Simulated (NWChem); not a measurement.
A calculation on methylamine (CH₅N)

SMILES: CN
```xyz
7

C     -0.0874     0.6904     0.0000
N      0.1968    -0.7279     0.0000
H      0.3730     1.1640    -0.8817
H      0.3730     1.1640     0.8817
H     -1.1606     0.9771     0.0000
H     -0.2194    -1.1763    -0.8133
H     -0.2194    -1.1763     0.8133
```
Charge 0, spin multiplicity 1.

Everything below was run with NWChem. All single points use one geometry, from PBE0/def2-SVP, a minimum by its harmonic frequencies.

Symmetry labels belong to the abelian group Cs used in the runs, with the axes of the coordinates shown.

List the lowest 3 singlet excitations that TD-BHandHLYP/def2-SVPD gives, with oscillator strengths.


| state | symmetry | energy (eV) | wavelength (nm) | f |
|---|---|---|---|---|
| 1 | a' | 6.61 | 188 | 0.008 |
| 2 | a' | 7.89 | 157 | 0.046 |
| 3 | a" | 8.27 | 150 | 0.010 |
